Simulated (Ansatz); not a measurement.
Relaxing Cs3V

The calculation used DFT PBE, scalar-relativistic, plane waves, PAW in Ansatz 0.2.0. Cutoff 420 eV, Γ-centred k mesh, Gaussian smearing, collinear spin, first started from parallel moments.

The start puts Cs3V on the Cu3Au (L1_2) structure type (Pm-3m, No. 221), with V in place of Au, Cs in place of Cu, at a guessed volume.

```xyz
4
Lattice="5.2643 0.0000 0.0000 0.0000 5.2643 0.0000 0.0000 0.0000 5.2643" Properties=species:S:1:pos:R:3 pbc="T T T"
Cs    0.0000    2.6322    2.6322
Cs    2.6322    0.0000    2.6322
Cs    2.6322    2.6322    0.0000
V     0.0000    0.0000    0.0000
```

Cell and atoms relax at zero pressure; the relaxation can't lower the symmetry of the start. After a coarse first stage the cell is made exact in the group found at 0.06 Å.

Formation energies are uncorrected and refer to the elements' standard structures at the same level.

(1) Which crystal results?

(2) What are its volume, energy, gap and moment?

## Answers

(1) It keeps Pm-3m (No. 221). The result has the Cu3Au (L1_2) structure. Conventional cell: a = 6.460 Å. Around Cs lie 4 V at 4.57 Å and 8 Cs at 4.57 Å; around V lie 12 Cs at 4.57 Å.

```cif
data_structure
_symmetry_space_group_name_H-M 'Pm-3m'
_symmetry_Int_Tables_number 221
_cell_length_a 6.4604
_cell_length_b 6.4604
_cell_length_c 6.4604
_cell_angle_alpha 90.000
_cell_angle_beta 90.000
_cell_angle_gamma 90.000
_cell_volume 269.63
loop_
_atom_site_label
_atom_site_type_symbol
_atom_site_symmetry_multiplicity
_atom_site_Wyckoff_symbol
_atom_site_fract_x
_atom_site_fract_y
_atom_site_fract_z
_atom_site_occupancy
Cs1 Cs 3 c 0.00000 0.50000 0.50000 1
V1 V 1 a 0.00000 0.00000 0.00000 1
```

(2) The volume per atom is 67.41 Å³ and the density is 2.77 g/cm³. The energy over the elements is 0.95 eV/atom. The gap on the 8×8×8 mesh is 0 eV (a metal), the net moment per atom is 1.18 μB and the largest site moment is 3.95 μB.

The final run used a 8×8×8 mesh on its 4-atom cell and 0.10 eV smearing. The k mesh leaves about 4 meV/atom of noise in metals. A structure relaxed within its symmetry needn't be a true minimum. The steps took of the order of 3 core-minutes in all.